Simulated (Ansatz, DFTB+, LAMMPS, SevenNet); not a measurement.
Ladder of methods for the cohesive energy of fcc Cu

Reference value: 3.52 eV/atom (measured, zero-point vibration energy added; as tabulated in Harl et al. (2010), doi:10.1103/physrevb.81.115126).

```json
[
 {"level (code)": "MEAM library.meam-Cu (LAMMPS)", "value (eV/atom)": "3.54", "cell (Å³/atom)": "11.86", "error (eV/atom)": "+0.02"},
 {"level (code)": "GFN1-xTB as cut by DFTB+", "value (eV/atom)": "4.93", "cell (Å³/atom)": "13.63", "error (eV/atom)": "+1.41"},
 {"level (code)": "SevenNet-l3i5", "value (eV/atom)": "3.54", "cell (Å³/atom)": "11.79", "error (eV/atom)": "+0.02"},
 {"level (code)": "LDA (Ansatz)", "value (eV/atom)": "4.56", "cell (Å³/atom)": "10.89", "error (eV/atom)": "+1.04"},
 {"level (code)": "PBE (Ansatz)", "value (eV/atom)": "3.52", "cell (Å³/atom)": "11.95", "error (eV/atom)": "0.00"},
 {"level (code)": "PBEsol (Ansatz)", "value (eV/atom)": "4.08", "cell (Å³/atom)": "11.31", "error (eV/atom)": "+0.56"},
 {"level (code)": "RPBE (Ansatz)", "value (eV/atom)": "3.04", "cell (Å³/atom)": "12.38", "error (eV/atom)": "-0.48"},
 {"level (code)": "PBEsol-D3(BJ) (Ansatz)", "value (eV/atom)": "4.64", "cell (Å³/atom)": "10.81", "error (eV/atom)": "+1.12"},
 {"level (code)": "r²SCAN-D4 (Ansatz)", "value (eV/atom)": "4.09", "cell (Å³/atom)": "11.28", "error (eV/atom)": "+0.57"},
 {"level (code)": "PBE0 (Ansatz)", "value (eV/atom)": "3.08", "cell (Å³/atom)": "11.96", "error (eV/atom)": "-0.44"},
 {"level (code)": "r²SCANh (Ansatz)", "value (eV/atom)": "3.63", "cell (Å³/atom)": "11.50", "error (eV/atom)": "+0.11"},
 {"level (code)": "Hartree–Fock (Ansatz)", "value (eV/atom)": "0.91", "cell (Å³/atom)": "15.75", "error (eV/atom)": "-2.61"}
]
```

Leaving aside GFN1-xTB as cut by DFTB+ (doubt noted below), SevenNet-l3i5 (doubt noted below): Once the reference is moved by up to 0.03 eV/atom (a margin picked here for doubts on the reference and the settings) and values within 0.03 eV/atom count as equal, the nearest can be PBE (0.00 eV/atom) or MEAM library.meam-Cu (+0.02 eV/atom). Among them Hartree–Fock (-2.61 eV/atom) misses by most. Within 0.3 eV/atom: MEAM library.meam-Cu, PBE, r²SCANh.

Free atoms are spin-polarised, in the lowest state found; at levels without +SOC their spin–orbit coupling is left out.  GFN1-xTB as cut by DFTB+: the free atoms are run in the same model without spin. GFN1-xTB as cut by DFTB+: the method was fitted mainly to molecules. GFN1-xTB as cut by DFTB+: codes differ in how they cut the long-range tail of xTB's charge interaction in a crystal, so the value belongs to this code. SevenNet-l3i5: free atoms can lie outside what these potentials were trained on. Hartree–Fock: the cell is over a tenth larger than the published one: the level's own overestimate first of all, though another phase or state, or a fault of the published cell, is possible. Each level is taken at its own relaxed cell. Cutoffs and k meshes differ between the levels. Ansatz's density-functional and Hartree–Fock values are scalar-relativistic unless marked +SOC, with PAW data made under PBE.

Empirical potentials (MEAM library.meam-Cu) are fitted to chosen data: where that held the value shown, agreement is built in, and what lay outside the fit can be far off. Machine-learned potentials (SevenNet-l3i5) are trained on DFT data: a solid inside that data is no test of them.

Differences are worked out from the printed values.

Ansatz is a quantum-chemistry and plane-wave program.
